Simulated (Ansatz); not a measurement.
in.yaml

```yaml
crystal:
  periodic: [false, false, false]
  atoms:
    - {symbol: Hf, position_ang: [0.000000, -0.013056, 0.141257]}
    - {symbol: O, position_ang: [0.000000, 0.098311, -1.698045]}
    - {symbol: H, position_ang: [0.000000, 0.751458, 1.939409]}
basis:
  gaussian: {orbitals: def2-SVP}
total_charge: 1
magnetization: {spin_polarized: false, initial_magnetization: 2}
correlation: {method: ccsd_t, electrons: all}
```

```sh
$ ansatz run in.yaml --threads 1 --pin off --events-out ev --progress --plain --max-ram 2393MiB
```

Output:

```
503 factors; integrals over basis functions are off by at most 7.9e-4 eV
mean field evaluation 1: about -3310.5795 eV, gradient 9.3e1 eV
mean field evaluation 2: about -3310.6580 eV, gradient 9.2e1 eV
mean field evaluation 4: about -3327.3766 eV, gradient 3.8e1 eV
mean field evaluation 8: about -3331.5909 eV, gradient 7.3e-1 eV
mean field evaluation 16: about -3331.6777 eV, gradient 1.7e-3 eV
mean field evaluation 32: about -3329.7882 eV, gradient 4.4e0 eV
mean field evaluation 64: about -3332.8683 eV, gradient 7.7e-2 eV
mean field evaluation 96: about -3332.8713 eV, gradient 1.1e-5 eV
mean field evaluation 128: about -3332.6905 eV, gradient 9.5e-1 eV
mean field evaluation 160: about -3332.8134 eV, gradient 1.4e0 eV
...
mean field -3332.87130456 eV, -122.4807613411 hartree, gradient 2.2e-6 eV, S^2 2.000000; 28 other end points of the search recorded, 0 dependent functions left out
...
determinant -3332.87130456 eV, -122.4807613411 hartree, with singles and doubles -3342.59274266 eV, -122.8380176019 hartree
determinant -3332.75144509 eV, -122.4763565872 hartree, with singles and doubles -3342.15342188 eV, -122.8218728613 hartree
determinant -3332.69831799 eV, -122.4744042022 hartree, with singles and doubles -3342.17060140 eV, -122.8225041968 hartree
determinant -3332.65270401 eV, -122.4727279194 hartree, with singles and doubles -3341.71448089 eV, -122.8057420772 hartree
determinant -3332.44968564 eV, -122.4652671316 hartree, with singles and doubles -3341.34049181 eV, -122.7919982323 hartree
determinant -3332.38968565 eV, -122.4630621727 hartree, with singles and doubles -3341.43514330 eV, -122.7954766100 hartree
determinant -3332.36947592 eV, -122.4623194790 hartree, with singles and doubles -3341.35508212 eV, -122.7925344161 hartree
determinant -3332.29496675 eV, -122.4595813173 hartree, with singles and doubles -3341.53065948 eV, -122.7989867650 hartree
determinant -3332.21823319 eV, -122.4567614111 hartree, with singles and doubles -3341.23863218 eV, -122.7882549598 hartree
determinant -3331.67774067 eV, -122.4368986773 hartree, with singles and doubles -3342.57534231 eV, -122.8373781511 hartree
determinant -3331.57998555 eV, -122.4333062428 hartree, with singles and doubles -3342.72928030 eV, -122.8430352677 hartree
determinant -3331.13605527 eV, -122.4169921061 hartree, with singles and doubles -3340.52903325 eV, -122.7621776800 hartree
determinant -3330.40783564 eV, -122.3902305284 hartree, with singles and doubles -3340.34505713 eV, -122.7554166824 hartree
determinant -3332.87130456 eV, -122.4807613411 hartree, with singles and doubles -3342.76857422 eV, -122.8444792926 hartree
determinant -3331.67774067 eV, -122.4368986773 hartree, with singles and doubles -3342.67919068 eV, -122.8411945083 hartree
determinant -3331.57998555 eV, -122.4333062428 hartree, with singles and doubles -3342.74060760 eV, -122.8434515383 hartree
reference -3331.57998555 eV, -122.4333062428 hartree; 11, 9 occupied and 40, 42 virtual orbitals, 503 factors
second order -11.65170481 eV of doubles, -0.21746416 eV of singles
...
cycle  13  -11.15964319 eV  change    2.7e-4 eV  update   9.6e-4
cycle  14  -11.16004781 eV  change   -4.0e-4 eV  update   6.1e-4
cycle  15  -11.16056649 eV  change   -5.2e-4 eV  update   3.4e-4
cycle  16  -11.16065877 eV  change   -9.2e-5 eV  update   1.7e-4
cycle  17  -11.16057148 eV  change    8.7e-5 eV  update   8.7e-5
cycle  18  -11.16064331 eV  change   -7.2e-5 eV  update   5.2e-5
cycle  19  -11.16062221 eV  change    2.1e-5 eV  update   3.4e-5
cycle  20  -11.16062809 eV  change   -5.9e-6 eV  update   1.9e-5
cycle  21  -11.16062111 eV  change    7.0e-6 eV  update   1.4e-5
cycle  22  -11.16061681 eV  change    4.3e-6 eV  update   9.6e-6
perturbative correction -0.62345418 eV, -0.0229115184 hartree
WARN: these amplitudes may be one of several solutions (largest doubles amplitude 0.06, level shift 4.20 eV)
Total energy: -3343.36405653 eV, -122.8663628638 hartree
```

The T1 diagnostic is 0.046.

Ran on 1 thread of Arm Neoverse V1, shared host: 44 s wall, 0.21 GiB peak host memory.
